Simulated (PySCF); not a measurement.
System (SMILES): S (H2S).
Geometry (B3LYP-D3(BJ)/def2-TZVP, fixed):
```xyz
3

S      0.0018     0.0003     0.1031
H     -0.0075     0.9678    -0.8277
H     -0.0219    -0.9726    -0.8218
```
Charge 0, spin multiplicity 1.

Basis-set convergence of the isotropic shielding of H2 at HF with PySCF. GIAO, no density fitting; atoms are numbered in the order shown. All functions are spherical. No added dispersion term, no relativity. Reference: the value in pcSseg-3, 30.36 ppm, itself unsure by roughly 0.04 ppm (its mean distance from cc-pCVQZ, pcseg-3, pcSseg-2). Deviations are taken from unrounded values.

```
basis            functions  isotropic shielding of H2 (ppm)  minus reference (ppm)
---------------  ---------  -------------------------------  ---------------------
3-21G                   17                            32.66                   2.29
cc-pV(D+d)Z             33                            30.69                   0.33
6-311G**                38                            30.70                   0.34
def2-SVPD               43                            30.78                   0.41
aug-pcseg-1             45                            30.70                   0.34
def2-TZVP               49                            30.70                   0.33
pcseg-2                 62                            30.48                   0.12
def2-TZVPD              64                            30.71                   0.34
cc-pV(T+d)Z             67                            30.48                   0.11
def2-TZVPPD             85                            30.45                   0.09
aug-pcseg-2             96                            30.50                   0.14
aug-cc-pV(T+d)Z        101                            30.45                   0.08
cc-pV(Q+d)Z            124                            30.43                   0.07
```
